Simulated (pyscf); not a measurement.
PySCF, gas phase, ωB97X-D3(BJ)/def2-SVP geometries. Correlated levels are frozen-core, on RHF or UHF. ΔMP2 is the change of the MP2 total energy from the triple- to the quadruple-zeta basis.

Q: For the elementary gas-phase step `[SiH3][Cl]` + `[Cl][Cl]` → `[Cl][SiH2][Cl]` + `[ClH]` (singlet surface; H–Si, Cl–Cl broken, Cl–Si, Cl–H formed), what barrier and reaction energy does CCSD(T)/def2-TZVPP + ΔMP2(QZVPP) give, measured from the separated reactants?

A: ΔE‡ = 2.71 eV, ΔE = -2.81 eV. Zero-point energy shifts the barrier by -0.08 eV. It is a four-centre exchange, with an imaginary mode of 2140i cm⁻¹. The same reactants have a lower exit, to Cl• + Cl• + H₃Si–Cl (no saddle counted: cutting one bond costs +2.55 eV at ωB97M-D3(BJ), against +2.97 eV here). This is the saddle that the search found; another between the same sides may lie lower. One closed-shell reference is unstable to symmetry breaking; treat the single-reference values with care. The CCSD(T) − MP2 part came from Ansatz, without density fitting, on the same reference. The largest closed-shell T1 diagnostic is 0.031, which may signal static correlation.
